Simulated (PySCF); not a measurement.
2-methyl-1-butanol, C5H12O.
InChI=1S/C5H12O/c1-3-5(2)4-6/h5-6H,3-4H2,1-2H3/t5-/m0/s1

Theory: TDDFT PBE0/def2-SVPD, vertical, gas phase, core orbitals frozen in the response in PySCF. The structure is a single GFN2-xTB conformer in the gas phase; no vibrational or solvent corrections. Torsions of this conformer, `[CH3:1][CH2:2][C@H:3]([CH3:4])[CH2:5][OH:6]`: C1–C2–C3–C4 -163°, C2–C3–C5–O6 58°, H–O6–C5–C3 59°.

Broadening: Gaussians 0.25 eV wide at half height, area fixed by f = 4.319×10⁻⁹ ∫ε dν̃. The cross-section is σ = 3.8235×10⁻²¹ ε cm², given in Mb (10⁻¹⁸ cm²). The width is an assumption, not a result. The curve ends short of the highest state used, and states not computed would add to its high-energy end.

```tsv
E (eV)	σ (Mb)
6.56	0.00
6.61	0.01
6.66	0.03
6.71	0.10
6.77	0.27
6.82	0.49
6.87	0.72
6.92	0.85
6.98	0.77
7.03	0.56
7.08	0.32
7.13	0.15
7.18	0.06
7.24	0.01
7.29	0.00
7.34	0.00
7.39	0.02
7.45	0.12
7.50	0.42
7.55	1.16
7.60	2.58
7.65	4.58
7.71	6.81
7.76	7.45
7.81	6.59
7.86	4.95
7.92	3.74
7.97	4.58
8.02	7.26
8.07	10.73
```

Q: Locate the maxima and give the states behind the curve.

A: 179 nm (6.93 eV), ε about 220, made up of S1 (100%); 160 nm (7.76 eV), ε about 1900, made up of S2 (100%) (ε in L mol⁻¹ cm⁻¹; maxima over ε = 5, shares over 10%). At its high-energy end, 8.07 eV, the curve is still rising (ε about 2800, from S3 and S4). The states used: S1 6.93 eV (f 0.0021); S2 7.75 eV (f 0.018); S3 8.12 eV (f 0.0069); S4 8.15 eV (f 0.025); S5 8.35 eV (f 0.0070); S6 8.67 eV (f 0.017).

Q: What would ε be at 7.76 eV, the highest of these maxima, with half the width (0.125 eV)?

A: About 3870 L mol⁻¹ cm⁻¹ against 1950, a factor of about 1.98; a lone state at its own centre would give exactly 2.

Q: Does any computed singlet lie in the visible range?

A: No computed singlet lies in the visible range (380 to 750 nm); the lowest, at 179 nm, stands 3.67 eV above its violet end (3.26 eV).

Q: Coming from long wavelengths, where does ε first pass 100 L mol⁻¹ cm⁻¹?

A: At about 182 nm (6.80 eV), 0.13 eV below S1.

Without π bonds the low states may be Rydberg-like; a valence basis with one diffuse set may place them up to an eV too high.
